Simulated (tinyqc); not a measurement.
Worked calculation: coupled-perturbed Hartree-Fock on RHF in the sto-6g basis, for H2O, spin multiplicity 1. Computed by tinyqc, a small Python program that keeps every step (integrals from PySCF). Settings: charge = 0, multiplicity = 1, basis = sto-6g, method = RHF, energy threshold = 1e-10, iteration cap = 66, orthogonalisation = canonical, start = Wolfsberg-Helmholz matrix, DIIS depth = 6. Command: `OMP_NUM_THREADS=1 python tinyqc.py 24630 24631 out.jsonl` (the two numbers bound the seeds that draw the settings). One thread of a shared host (Intel(R) Xeon(R) Processor @ 2.60GHz), about 0.2 s of CPU time with the checks. The early iterations of the SCF are left out here.

## One-electron integrals

Geometry (angstrom):
```
atom         x          y         z
O     0.000000   0.000000  0.000000
H     0.000000   0.927000  0.672000
H     0.000000  -0.927000  0.672000
```

Basis sto-6g: exponents (1/bohr^2) and contraction coefficients of normalised primitives:
```
element  l (shell)     exponent  coefficient
O            s (1)  1355.584234     0.009164
O            s (1)   248.544885     0.049361
O            s (1)    69.533902     0.168538
O            s (1)    23.886772     0.370563
O            s (1)     9.275933     0.416492
O            s (1)     3.820341     0.130334
O            s (2)    52.187762    -0.013253
O            s (2)    10.329320    -0.046992
O            s (2)     3.210345    -0.033785
O            s (2)     1.235135     0.250242
O            s (2)     0.536420     0.595117
O            s (2)     0.245881     0.240706
O            p (3)    52.187762     0.003760
O            p (3)    10.329320     0.037679
O            p (3)     3.210345     0.173897
O            p (3)     1.235135     0.418036
O            p (3)     0.536420     0.425860
O            p (3)     0.245881     0.101708
H            s (1)    35.523221     0.009164
H            s (1)     6.513144     0.049361
H            s (1)     1.822143     0.168538
H            s (1)     0.625955     0.370563
H            s (1)     0.243077     0.416492
H            s (1)     0.100112     0.130334
```

Overlap, kinetic and nuclear-attraction integrals over the contracted functions; the nuclear repulsion is the sum of Za Zb / Rab.

nuclear repulsion = 7.68035653 hartree

overlap S:
```
           1O 1s     1O 2s    1O 2px     1O 2py    1O 2pz     2H 1s      3H 1s
1O 1s   1.000000  0.231145  0.000000   0.000000  0.000000  0.035969   0.035969
1O 2s   0.231145  1.000000  0.000000   0.000000  0.000000  0.362821   0.362821
1O 2px  0.000000  0.000000  1.000000   0.000000  0.000000  0.000000   0.000000
1O 2py  0.000000  0.000000  0.000000   1.000000  0.000000  0.261441  -0.261441
1O 2pz  0.000000  0.000000  0.000000   0.000000  1.000000  0.189524   0.189524
2H 1s   0.035969  0.362821  0.000000   0.261441  0.189524  1.000000   0.151020
3H 1s   0.035969  0.362821  0.000000  -0.261441  0.189524  0.151020   1.000000
```

kinetic energy T (hartree):
```
            1O 1s      1O 2s    1O 2px     1O 2py    1O 2pz      2H 1s      3H 1s
1O 1s   29.327197  -0.896024  0.000000   0.000000  0.000000  -0.006276  -0.006276
1O 2s   -0.896024   0.842618  0.000000   0.000000  0.000000   0.055319   0.055319
1O 2px   0.000000   0.000000  2.531309   0.000000  0.000000   0.000000   0.000000
1O 2py   0.000000   0.000000  0.000000   2.531309  0.000000   0.129956  -0.129956
1O 2pz   0.000000   0.000000  0.000000   0.000000  2.531309   0.094208   0.094208
2H 1s   -0.006276   0.055319  0.000000   0.129956  0.094208   0.768522  -0.009430
3H 1s   -0.006276   0.055319  0.000000  -0.129956  0.094208  -0.009430   0.768522
```

nuclear attraction V (hartree):
```
             1O 1s      1O 2s     1O 2px     1O 2py     1O 2pz      2H 1s      3H 1s
1O 1s   -62.182682  -6.364944   0.000000   0.000000  -0.013474  -1.131258  -1.131258
1O 2s    -6.364944  -9.920862   0.000000   0.000000  -0.156853  -2.734223  -2.734223
1O 2px    0.000000   0.000000  -9.866082   0.000000   0.000000   0.000000   0.000000
1O 2py    0.000000   0.000000   0.000000  -9.973017   0.000000  -1.740809   1.740809
1O 2pz   -0.013474  -0.156853   0.000000   0.000000  -9.922277  -1.300390  -1.300390
2H 1s    -1.131258  -2.734223   0.000000  -1.740809  -1.300390  -5.158553  -0.868030
3H 1s    -1.131258  -2.734223   0.000000   1.740809  -1.300390  -0.868030  -5.158553
```

core Hamiltonian H = T + V (hartree):
```
             1O 1s      1O 2s     1O 2px     1O 2py     1O 2pz      2H 1s      3H 1s
1O 1s   -32.855484  -7.260968   0.000000   0.000000  -0.013474  -1.137534  -1.137534
1O 2s    -7.260968  -9.078243   0.000000   0.000000  -0.156853  -2.678904  -2.678904
1O 2px    0.000000   0.000000  -7.334773   0.000000   0.000000   0.000000   0.000000
1O 2py    0.000000   0.000000   0.000000  -7.441708   0.000000  -1.610854   1.610854
1O 2pz   -0.013474  -0.156853   0.000000   0.000000  -7.390968  -1.206182  -1.206182
2H 1s    -1.137534  -2.678904   0.000000  -1.610854  -1.206182  -4.390031  -0.877460
3H 1s    -1.137534  -2.678904   0.000000   1.610854  -1.206182  -0.877460  -4.390031
```

## Two-electron integrals

Functions are numbered as in S; the eight-fold symmetry (ij|kl) = (ji|kl) = (kl|ij) leaves the list below.

Two-electron integrals (ij|kl) in chemists' order, unique and non-zero (hartree):
```
(11|11) 4.787491    (21|11) 0.675884    (21|21) 0.121505    (22|11) 1.117379
(22|21) 0.249212    (22|22) 0.817383    (31|31) 0.025762    (32|31) 0.039145
(32|32) 0.180664    (33|11) 1.117381    (33|21) 0.249212    (33|22) 0.817382
(33|33) 0.880663    (41|41) 0.025762    (42|41) 0.039145    (42|42) 0.180664
(43|43) 0.047461    (44|11) 1.117381    (44|21) 0.249212    (44|22) 0.817382
(44|33) 0.785741    (44|44) 0.880663    (51|51) 0.025762    (52|51) 0.039145
(52|52) 0.180664    (53|53) 0.047461    (54|54) 0.047461    (55|11) 1.117381
(55|21) 0.249212    (55|22) 0.817382    (55|33) 0.785741    (55|44) 0.785741
(55|55) 0.880663    (61|11) 0.111917    (61|21) 0.019296    (61|22) 0.038753
(61|33) 0.038670    (61|41) 0.000767    (61|42) 0.001503    (61|44) 0.038832
(61|51) 0.000556    (61|52) 0.001090    (61|54) 0.000117    (61|55) 0.038755
(61|61) 0.003123    (62|11) 0.289211    (62|21) 0.065490    (62|22) 0.240010
(62|33) 0.235916    (62|41) 0.004264    (62|42) 0.032311    (62|44) 0.243966
(62|51) 0.003091    (62|52) 0.023423    (62|54) 0.005835    (62|55) 0.240146
(62|61) 0.010473    (62|62) 0.090174    (63|31) 0.007046    (63|32) 0.040418
(63|43) 0.006568    (63|53) 0.004762    (63|63) 0.012294    (64|11) 0.175768
(64|21) 0.040344    (64|22) 0.157632    (64|33) 0.150688    (64|41) 0.009301
(64|42) 0.060112    (64|44) 0.168868    (64|51) 0.001635    (64|52) 0.014276
(64|54) 0.008418    (64|55) 0.153338    (64|61) 0.006725    (64|62) 0.071973
(64|64) 0.069026    (65|11) 0.127418    (65|21) 0.029246    (65|22) 0.114270
(65|33) 0.109236    (65|41) 0.001635    (65|42) 0.014276    (65|44) 0.112893
(65|51) 0.008231    (65|52) 0.050767    (65|54) 0.009219    (65|55) 0.120681
(65|61) 0.004875    (65|62) 0.052175    (65|64) 0.041126    (65|65) 0.042107
(66|11) 0.453917    (66|21) 0.104692    (66|22) 0.440441    (66|33) 0.423584
(66|41) 0.008269    (66|42) 0.087265    (66|44) 0.456734    (66|51) 0.005994
(66|52) 0.063260    (66|54) 0.024031    (66|55) 0.441004    (66|61) 0.016879
(66|62) 0.216560    (66|64) 0.196901    (66|65) 0.142737    (66|66) 0.774999
(71|11) 0.111917    (71|21) 0.019296    (71|22) 0.038753    (71|33) 0.038670
(71|41) -0.000767   (71|42) -0.001503   (71|44) 0.038832    (71|51) 0.000556
(71|52) 0.001090    (71|54) -0.000117   (71|55) 0.038755    (71|61) 0.003074
(71|62) 0.010099    (71|64) 0.005947    (71|65) 0.004706    (71|66) 0.016108
(71|71) 0.003123    (72|11) 0.289211    (72|21) 0.065490    (72|22) 0.240010
(72|33) 0.235916    (72|41) -0.004264   (72|42) -0.032311   (72|44) 0.243966
(72|51) 0.003091    (72|52) 0.023423    (72|54) -0.005835   (72|55) 0.240146
(72|61) 0.010099    (72|62) 0.070730    (72|64) 0.039455    (72|65) 0.039757
(72|66) 0.135650    (72|71) 0.010473    (72|72) 0.090174    (73|31) 0.007046
(73|32) 0.040418    (73|43) -0.006568   (73|53) 0.004762    (73|63) 0.009260
(73|73) 0.012294    (74|11) -0.175768   (74|21) -0.040344   (74|22) -0.157632
(74|33) -0.150688   (74|41) 0.009301    (74|42) 0.060112    (74|44) -0.168868
(74|51) -0.001635   (74|52) -0.014276   (74|54) 0.008418    (74|55) -0.153338
(74|61) -0.005947   (74|62) -0.039455   (74|64) -0.013373   (74|65) -0.021746
(74|66) -0.069616   (74|71) -0.006725   (74|72) -0.071973   (74|74) 0.069026
(75|11) 0.127418    (75|21) 0.029246    (75|22) 0.114270    (75|33) 0.109236
(75|41) -0.001635   (75|42) -0.014276   (75|44) 0.112893    (75|51) 0.008231
(75|52) 0.050767    (75|54) -0.009219   (75|55) 0.120681    (75|61) 0.004706
(75|62) 0.039757    (75|64) 0.021746    (75|65) 0.031218    (75|66) 0.082790
(75|71) 0.004875    (75|72) 0.052175    (75|74) -0.041126   (75|75) 0.042107
(76|11) 0.086696    (76|21) 0.019834    (76|22) 0.078817    (76|33) 0.077063
(76|44) 0.078636    (76|51) 0.001472    (76|52) 0.013255    (76|55) 0.080753
(76|61) 0.003133    (76|62) 0.029223    (76|64) 0.020321    (76|65) 0.019034
(76|66) 0.073089    (76|71) 0.003133    (76|72) 0.029223    (76|74) -0.020321
(76|75) 0.019034    (76|76) 0.011949    (77|11) 0.453917    (77|21) 0.104692
(77|22) 0.440441    (77|33) 0.423584    (77|41) -0.008269   (77|42) -0.087265
(77|44) 0.456734    (77|51) 0.005994    (77|52) 0.063260    (77|54) -0.024031
(77|55) 0.441004    (77|61) 0.016108    (77|62) 0.135650    (77|64) 0.069616
(77|65) 0.082790    (77|66) 0.283752    (77|71) 0.016879    (77|72) 0.216560
(77|74) -0.196901   (77|75) 0.142737    (77|76) 0.073089    (77|77) 0.774999
```

## Orthogonalisation

S = U s U^T; canonical form X = U s^(-1/2), so that X^T S X = 1. Each column of U has its largest component positive (the first on a tie).

eigenvalues of S: 0.462216  0.547125  0.891516  1.000000  1.093475  1.301856  1.703813

X:
```
                1          2          3         4          5          6         7
1O 1s   -0.349432   0.000000   0.728272  0.000000  -0.611614   0.000000  0.190269
1O 2s    1.011705   0.000000  -0.282760  0.000000  -0.296099   0.000000  0.459504
1O 2px   0.000000   0.000000   0.000000  1.000000   0.000000   0.000000  0.000000
1O 2py   0.000000   0.854989   0.000000  0.000000   0.000000   0.678909  0.000000
1O 2pz   0.450023   0.000000   0.662852  0.000000   0.635352   0.000000  0.207386
2H 1s   -0.638482  -0.740517  -0.189710  0.000000   0.156680   0.391929  0.385074
3H 1s   -0.638482   0.740517  -0.189710  0.000000   0.156680  -0.391929  0.385074
```

## Iteration 8 (converged): orbitals

converged F (hartree):
```
             1O 1s      1O 2s     1O 2px     1O 2py     1O 2pz      2H 1s      3H 1s
1O 1s   -20.522792  -4.963862   0.000000   0.000000  -0.023713  -0.779602  -0.779602
1O 2s    -4.963862  -2.296952   0.000000   0.000000  -0.059547  -0.735202  -0.735202
1O 2px    0.000000   0.000000  -0.390506   0.000000   0.000000   0.000000   0.000000
1O 2py    0.000000   0.000000   0.000000  -0.220194   0.000000  -0.351878   0.351878
1O 2pz   -0.023713  -0.059547   0.000000   0.000000  -0.261453  -0.299969  -0.299969
2H 1s    -0.779602  -0.735202   0.000000  -0.351878  -0.299969  -0.379512  -0.206517
3H 1s    -0.779602  -0.735202   0.000000   0.351878  -0.299969  -0.206517  -0.379512
```

Diagonalise F' = X^T F X, C = X C', fill 5 alpha and 5 beta electrons from the bottom; D = 2 C_occ C_occ^T. Each column has its largest component positive (the first on a tie).

F' = X^T F X (hartree):
```
           1         2          3          4          5          6          7
1  -0.376113  0.000000   2.420881   0.000000  -1.949645   0.000000   0.610059
2   0.000000  0.540452   0.000000   0.000000   0.000000   0.090587   0.000000
3   2.420881  0.000000  -8.757802   0.000000   8.740418   0.000000  -4.133183
4   0.000000  0.000000   0.000000  -0.390506   0.000000   0.000000   0.000000
5  -1.949645  0.000000   8.740418   0.000000  -9.453946   0.000000   4.472986
6   0.000000  0.090587   0.000000   0.000000   0.000000  -0.529155   0.000000
7   0.610059  0.000000  -4.133183   0.000000   4.472986   0.000000  -3.138849
```

orbital energies (hartree): MO1 -20.525692, MO2 -1.200620, MO3 -0.536773, MO4 -0.426715, MO5 -0.390506, MO6 0.426316, MO7 0.548069

coefficients C:
```
              MO1        MO2        MO3        MO4       MO5        MO6        MO7
1O 1s    0.996895  -0.229579   0.000000   0.081459  0.000000  -0.098059   0.000000
1O 2s    0.013924   0.903962   0.000000  -0.447020  0.000000   0.620606   0.000000
1O 2px   0.000000   0.000000   0.000000   0.000000  1.000000   0.000000   0.000000
1O 2py   0.000000   0.000000   0.604876   0.000000  0.000000   0.000000   0.908872
1O 2pz   0.002129   0.072249   0.000000   0.752683  0.000000   0.718901   0.000000
2H 1s   -0.002601   0.134421   0.452603   0.340207  0.000000  -0.694740  -0.705070
3H 1s   -0.002601   0.134421  -0.452603   0.340207  0.000000  -0.694740   0.705070
```

D after iteration 8:
```
            1O 1s      1O 2s    1O 2px     1O 2py     1O 2pz      2H 1s      3H 1s
1O 1s    2.106282  -0.460128  0.000000   0.000000   0.093696  -0.011481  -0.011481
1O 2s   -0.460128   2.034336  0.000000   0.000000  -0.542247  -0.061208  -0.061208
1O 2px   0.000000   0.000000  2.000000   0.000000   0.000000   0.000000   0.000000
1O 2py   0.000000   0.000000  0.000000   0.731750   0.000000   0.547538  -0.547538
1O 2pz   0.093696  -0.542247  0.000000   0.000000   1.143511   0.531548   0.531548
2H 1s   -0.011481  -0.061208  0.000000   0.547538   0.531548   0.677332  -0.142067
3H 1s   -0.011481  -0.061208  0.000000  -0.547538   0.531548  -0.142067   0.677332
```

## Convergence

Stop when the energy changes by less than 1e-10 hartree and every element of the error matrix X^T (F D S - S D F) X is below 3e-06.

Course of the cycle:
```
iteration   E (hartree)     change  largest element of the error matrix
1          -75.16258706          -                             6.88e-01
2          -75.61334210  -4.51e-01                             1.62e-01
3          -75.63281281  -1.95e-02                             4.70e-02
4          -75.63500581  -2.19e-03                             1.06e-02
5          -75.63514225  -1.36e-04                             2.88e-03
6          -75.63516554  -2.33e-05                             6.47e-05
7          -75.63516555  -3.05e-09                             1.54e-07
8          -75.63516555  -1.42e-13                             1.00e-09
```

PySCF RHF in the same basis = -75.63516555 hartree

Converged in 8 iterations.

## Integrals over molecular orbitals

(pq|rs) = sum C_ip C_jq C_kr C_ls (ij|kl), one index at a time.

one-electron integrals over orbitals h = C^T H C (hartree):
```
            1          2          3          4          5          6          7
1  -32.843039   0.582434   0.000000  -0.197934   0.000000   0.252912   0.000000
2    0.582434  -7.593702   0.000000   0.543562   0.000000  -1.188198   0.000000
3    0.000000   0.000000  -5.925840   0.000000   0.000000   0.000000  -1.800557
4   -0.197934   0.543562   0.000000  -6.537863   0.000000  -1.355372   0.000000
5    0.000000   0.000000   0.000000   0.000000  -7.334773   0.000000   0.000000
6    0.252912  -1.188198   0.000000  -1.355372   0.000000  -5.251510   0.000000
7    0.000000   0.000000  -1.800557   0.000000   0.000000   0.000000  -5.510522
```

Two-electron integrals over orbitals (pq|rs), unique and non-zero (hartree):
```
(11|11) 4.763739    (21|11) -0.443245   (21|21) 0.066458    (22|11) 1.041511
(22|21) -0.016997   (22|22) 0.727853    (31|31) 0.010667    (32|31) 0.016412
(32|32) 0.126784    (33|11) 0.751652    (33|21) -0.004440   (33|22) 0.607504
(33|33) 0.583633    (41|11) 0.160612    (41|21) -0.022594   (41|22) 0.011567
(41|33) 0.004840    (41|41) 0.024543    (42|11) -0.151313   (42|21) 0.008099
(42|22) -0.030571   (42|33) 0.003019    (42|41) 0.018771    (42|42) 0.130707
(43|31) -0.002177   (43|32) 0.029484    (43|43) 0.057338    (44|11) 0.930695
(44|21) -0.010691   (44|22) 0.662230    (44|33) 0.559389    (44|41) -0.008675
(44|42) -0.091867   (44|44) 0.692881    (51|51) 0.026646    (52|51) 0.033379
(52|52) 0.152727    (53|53) 0.025801    (54|51) -0.011152   (54|52) -0.041780
(54|54) 0.046370    (55|11) 1.117102    (55|21) -0.011684   (55|22) 0.759707
(55|33) 0.594467    (55|41) 0.003977    (55|42) -0.079712   (55|44) 0.686299
(55|55) 0.880663    (61|11) -0.198911   (61|21) 0.031510    (61|22) -0.003321
(61|33) 0.000539    (61|41) 0.003080    (61|42) 0.020758    (61|44) -0.014591
(61|55) -0.004915   (61|61) 0.026245    (62|11) 0.264924    (62|21) -0.006826
(62|22) 0.128768    (62|33) 0.062699    (62|41) 0.018453    (62|42) 0.035594
(62|44) 0.061860    (62|55) 0.137919    (62|61) 0.009736    (62|62) 0.092898
(63|31) 0.002329    (63|32) -0.038821   (63|43) -0.041114   (63|63) 0.079046
(64|11) 0.275258    (64|21) -0.003151   (64|22) 0.135108    (64|33) 0.048542
(64|41) 0.001267    (64|42) -0.047126   (64|44) 0.132773    (64|55) 0.154729
(64|61) -0.001193   (64|62) 0.060751    (64|64) 0.101249    (65|51) 0.012657
(65|52) 0.049807    (65|54) 0.007115    (65|65) 0.033103    (66|11) 0.770487
(66|21) -0.007535   (66|22) 0.584511    (66|33) 0.540978    (66|41) 0.016983
(66|42) 0.046331    (66|44) 0.539172    (66|55) 0.570036    (66|61) 0.008297
(66|62) 0.088384    (66|64) 0.052873    (66|66) 0.572790    (71|31) 0.014573
(71|32) 0.021436    (71|43) -0.003062   (71|63) 0.002825    (71|71) 0.019930
(72|31) 0.015016    (72|32) 0.058470    (72|43) -0.027615   (72|63) 0.027812
(72|71) 0.019707    (72|72) 0.070069    (73|11) 0.374431    (73|21) -0.006628
(73|22) 0.173297    (73|33) 0.088780    (73|41) -0.000303   (73|42) -0.074681
(73|44) 0.142301    (73|55) 0.206246    (73|61) -0.005066   (73|62) 0.067043
(73|64) 0.104100    (73|66) 0.044560    (73|73) 0.160577    (74|31) -0.007674
(74|32) -0.069386   (74|43) -0.016226   (74|63) 0.057629    (74|71) -0.010413
(74|72) -0.017417   (74|74) 0.069993    (75|53) 0.023957    (75|75) 0.025385
(76|31) 0.007445    (76|32) 0.084149    (76|43) 0.065566    (76|63) -0.070541
(76|71) 0.009837    (76|72) -0.001434   (76|74) -0.060947   (76|76) 0.114871
(77|11) 0.837371    (77|21) -0.008573   (77|22) 0.607264    (77|33) 0.575722
(77|41) 0.003287    (77|42) -0.020192   (77|44) 0.574583    (77|55) 0.607334
(77|61) -0.003411   (77|62) 0.060639    (77|64) 0.053544    (77|66) 0.544130
(77|73) 0.098891    (77|77) 0.592528
```

## Response to a field: uncoupled start

dipole integrals <a|z|i> (bohr):
```
          i1         i2         i3         i4        i5
a6  0.042080  -0.014707   0.000000  -0.583993  0.000000
a7  0.000000   0.000000  -0.692350   0.000000  0.000000
```

Field along z; U_ai = -mu_ai / (e_a - e_i), alpha = -4 sum U_ai mu_ai.

uncoupled U:
```
           i1        i2        i3        i4        i5
a6  -0.002008  0.009040  0.000000  0.684609  0.000000
a7   0.000000  0.000000  0.638203  0.000000  0.000000
```

uncoupled polarisability = 3.367537 bohr^3

## Coupled step 1

U_ai = -(mu_ai + sum_bj [4 (ai|bj) - (ab|ij) - (aj|bi)] U_bj) / (e_a - e_i); alpha = -4 sum U_ai mu_ai.

U after step 1:
```
           i1         i2        i3        i4        i5
a6  -0.000489  -0.107689  0.000000  0.652698  0.000000
a7   0.000000   0.000000  0.507106  0.000000  0.000000
```

polarisability = 2.922810 bohr^3

## Coupled step 2

As before.

U after step 2:
```
           i1         i2        i3        i4        i5
a6  -0.000456  -0.114411  0.000000  0.707588  0.000000
a7   0.000000   0.000000  0.521224  0.000000  0.000000
```

polarisability = 3.089728 bohr^3

## Coupled polarisability

Repeat until U stops changing; compare with -d2E/dF2.

Course of the coupled iterations:
```
step  alpha (bohr^3)
0           3.367537
1           2.922810
2           3.089728
3           3.080831
4           3.092270
5           3.093940
6           3.095414
7           3.095971
8           3.096276
9           3.096421
10          3.096494
11          3.096531
12          3.096549
13          3.096558
14          3.096563
15          3.096565
16          3.096567
17          3.096567
18          3.096567
19          3.096568
20          3.096568
21          3.096568
22          3.096568
23          3.096568
24          3.096568
```

coupled polarisability = 3.096568 bohr^3

finite-field check, fields of +/-0.001 au = 3.096569 bohr^3
